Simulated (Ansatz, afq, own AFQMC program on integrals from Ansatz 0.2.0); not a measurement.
Where AFQMC and coupled cluster stand for MgSi, singlet

```yaml
atoms:
  - { symbol: Si, position_ang: [0.0000, 0.0000, 0.0000] }
  - { symbol: Mg, position_ang: [0.0000, 0.0000, 2.5324] }
```

Basis cc-pVDZ. Noble-gas cores (and the filled d shells of Ga–Kr and In–Xe) are frozen. Integrals, coupled cluster, full CI and functionals: Ansatz 0.2.0; the random walks run on the same integrals in our own AFQMC program. ph-AFQMC/CISD is guided by a CISD state made of CCSD amplitudes; releasing the constraint for a short imaginary time cuts its bias at the price of noise, slowly where states lie close. ± is one standard error of the sampling.

Determinant: RHF, the one that the program's search chose, which needn't be the lowest solution. The geometry is a point of a scan.

Full CI on the same integrals is exact in this basis and with this determinant's frozen core.

Cautions: higher spins were not checked; restricted determinant unstable towards unrestricted (UHF 1.47 eV lower, ⟨S²⟩ 1.69); strong correlation (T1 0.036, weight of the determinant 0.80, largest double 0.20); the CCSDT(Q) amplitudes may be one of several solutions (largest double 0.66); the CCSDTQ amplitudes may be one of several solutions (largest double 0.86); the released energies are still falling, so no released level is given (meV from the phaseless value at times in 1/Eh: -12 ± 4 at 0.24, -22 ± 3 at 0.51, -31 ± 3 at 0.99, -44 ± 4 at 1.62, -49 ± 4 at 2.40); the ph-AFQMC/CISD walk drifts between its halves (2.8 errors); the determinant fills πx and πy unequally, so it mixes two states of the linear molecule, and each level undoes that mixture to a different degree, while full CI gives the lower state, and by Hund's rule a triplet of that filling probably lies lower still; CCSDTQ on the UHF determinant differs (850 meV lower), perhaps since the unrestricted series falls towards higher spin.

The T1 diagnostic is 0.0357, the weight of the determinant in the CISD state is 0.803 and the size of the correlated space is 6 electrons in 26 orbitals.

```
  level  correlation energy (eV)
    MP2                  -2.7458
   CCSD                  -3.5640
CCSD(T)                  -3.7728
```

Question: Estimate where phaseless AFQMC with the Hartree–Fock trial lies against CCSD(T) on the same integrals.

Answer: 7.0 ± 2.0 kJ/mol above CCSD(T).

Reference: full CI, correlation energy -3.982 eV. The cautions show a poor starting determinant, so the rows tell how each method copes with it here, and full CI is the sure value.

| level | E − E(reference) (kJ/mol) | share of correlation (%) |
| --- | --- | --- |
| CCSD(T) | 20.2 | 94.74 |
| CCSDT | 7.4 | 98.08 |
| CCSDT(Q) | 0.4 | 99.89 |
| CCSDTQ | 0.3 | 99.93 |
| ph-AFQMC/HF | 27.2 ± 2.0 | 92.92 |
| ph-AFQMC/CISD | 18.4 ± 0.4 | 95.20 |

CCSDT and higher add their correlation energy to the determinant of the CCSD(T) run, since their own runs factorise the integrals more tightly (a shift of under 2 meV).
